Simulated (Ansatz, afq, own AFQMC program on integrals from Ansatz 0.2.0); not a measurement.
B₂H, quartet in 6-31G, levels against full CI

| atom | x (Å) | y (Å) | z (Å) |
| --- | --- | --- | --- |
| B | -0.5444 | 0.0000 | 0.4819 |
| B | 0.5184 | 0.0000 | -0.6054 |
| H | 0.2792 | 0.0000 | 1.3244 |

Connectivity, by distances: BH–B.

Basis 6-31G. Only valence electrons are correlated. Ansatz 0.2.0 and our own AFQMC program on the same integrals; the CISD trial comes from CCSD amplitudes, and released means the phaseless constraint is let go. Uncertainties: one standard error, sampling alone.

Determinant: ROHF, the one that the program's search chose, which needn't be the lowest solution. The geometry is a point of a scan.

Full CI on the same integrals is exact in this basis and with this determinant's frozen core.

Cautions: lower spins were not checked; raised T1 diagnostic (T1 0.045, weight of the determinant 0.90, largest double 0.06); the released energies move by 1.5 errors or more from one time to the next, so no released level is given (meV from the phaseless value at times in 1/Eh: -2.5 ± 2.3 at 0.24, -4.9 ± 1.9 at 0.51, -8.0 ± 1.3 at 0.99, -5 ± 5 at 1.62, -10.4 ± 1.2 at 2.40), though the last usable value meets full CI within the noise.

```
T1 diagnostic                               : 0.0450
weight of the determinant in the CISD state : 0.905
size of the correlated space                : 7 electrons in 18 orbitals
```

```csv
level,correlation energy (eV)
MP2,-1.7376
CCSD,-2.4018
CCSD(T),-2.4708
```

(1) Estimate where phaseless AFQMC with a CISD trial lies against CCSD(T) on the same integrals.

(1) 0.58 ± 0.08 mEh below CCSD(T).

Reference: full CI, correlation energy -2.499 eV.

```tsv
level	E − E(reference) (mEh)	share of correlation (%)
CCSD(T)	1.02	98.89
CCSDT	0.16	99.83
CCSDT(Q)	0.03	99.96
CCSDTQ	0.01	99.99
ph-AFQMC/CISD	0.44 ± 0.08	99.52
```

CCSDT and higher add their correlation energy to the determinant of the CCSD(T) run, since their own runs factorise the integrals more tightly (a shift of under 2 meV). A walk keeps the symmetry of its determinant, which the program's search chose and which needn't be the lowest solution, so a lower state of the same spin and another symmetry isn't excluded.
